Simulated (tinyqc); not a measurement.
UKS/LDA (PW92) in the sto-3g basis, for NH, spin multiplicity 3, step by step. One step of it, computed by the program tinyqc.

Task: Orthogonalisation. S = U s U^T; symmetric (Loewdin) form X = U s^(-1/2) U^T, so that X^T S X = 1.

overlap S, lower triangle:
```
           1N 1s     1N 2s    1N 2px    1N 2py    1N 2pz     2H 1s
1N 1s   1.000000
1N 2s   0.235038  1.000000
1N 2px  0.000000  0.000000  1.000000
1N 2py  0.000000  0.000000  0.000000  1.000000
1N 2pz  0.000000  0.000000  0.000000  0.000000  1.000000
2H 1s   0.013283  0.185797  0.000000  0.000000  0.203779  1.000000
```

Give: eigenvalues of S; X.

Result:

eigenvalues of S: 0.674  0.849  1.000  1.000  1.138  1.339

X, lower triangle:
```
         1N 1s   1N 2s  1N 2px  1N 2py  1N 2pz  2H 1s
1N 1s    1.022
1N 2s   -0.124   1.036
1N 2px   0.000   0.000   1.000
1N 2py   0.000   0.000   0.000   1.000
1N 2pz  -0.002   0.015   0.000   0.000   1.017
2H 1s    0.011  -0.100   0.000   0.000  -0.107  1.030
```
